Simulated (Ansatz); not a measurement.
We consider 1T (CdI2-type) PtS2, described by PBEsol (plane waves, PAW; Ansatz, a first-principles code).

Settings: plane-wave cutoff 520 eV, 24×24×16 k mesh (along the axes of the cell as run), scalar-relativistic PAW data made under PBE.

Computed at the level's own relaxed cell.

```xyz
3
Lattice="3.5716 0.0000 0.0000 -1.7858 3.0931 0.0000 0.0000 0.0000 4.7676" Properties=species:S:1:pos:R:3 pbc="T T T"
Pt     0.0000     0.0000     0.0000
S      0.0000     2.0620     1.1966
S      1.7858     1.0310     3.5710
```

Task: Give the elastic tensor (Voigt notation, GPa, ions relaxed, in the Cartesian axes of the cell as printed).

Result: 
```
  222.6    64.6    23.8   -21.6     0.0     0.0
   64.6   222.6    23.8    21.6     0.0     0.0
   23.8    23.8    19.8     0.0     0.0     0.0
  -21.6    21.6     0.0    37.6     0.0     0.0
    0.0     0.0     0.0     0.0    37.6   -21.6
    0.0     0.0     0.0     0.0   -21.6    79.0
```

Note: the cell comes from a level without a dispersion term, which matters for the spacing of layers, chains or molecules.

Spin–orbit coupling is not included.
